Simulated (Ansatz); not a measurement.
Computed with DFT, RPBE, plane waves (420 eV) with PAW, scalar-relativistic in Ansatz. The PAW files were generated under PBE, with cores re-solved for the functional.

An element in the hcp structure gives this curve. The cell is scaled uniformly from the relaxed one, with fractional coordinates and shape fixed. Energies are extrapolated to zero smearing, pressures are those at the given smearing. Magnetic state: spin not included.

```json
{"V (Å³/atom)": "7.141", "E − E₀ (meV/atom)": "51.9", "P (GPa)": "18.71"}
{"V (Å³/atom)": "7.465", "E − E₀ (meV/atom)": "21.7", "P (GPa)": "11.35"}
{"V (Å³/atom)": "7.790", "E − E₀ (meV/atom)": "5.1", "P (GPa)": "5.19"}
{"V (Å³/atom)": "8.114", "E − E₀ (meV/atom)": "0.0", "P (GPa)": "0.02"}
{"V (Å³/atom)": "8.439", "E − E₀ (meV/atom)": "4.5", "P (GPa)": "-4.33"}
{"V (Å³/atom)": "8.764", "E − E₀ (meV/atom)": "17.2", "P (GPa)": "-8.00"}
{"V (Å³/atom)": "9.088", "E − E₀ (meV/atom)": "36.7", "P (GPa)": "-11.10"}
```

(1) Which element is it?
A. iron
B. ruthenium
C. nickel
D. beryllium

Answers

(1) D. Its fit is V₀ = 8.11 Å³/atom, B₀ = 119 GPa, B₀′ = 3.3.
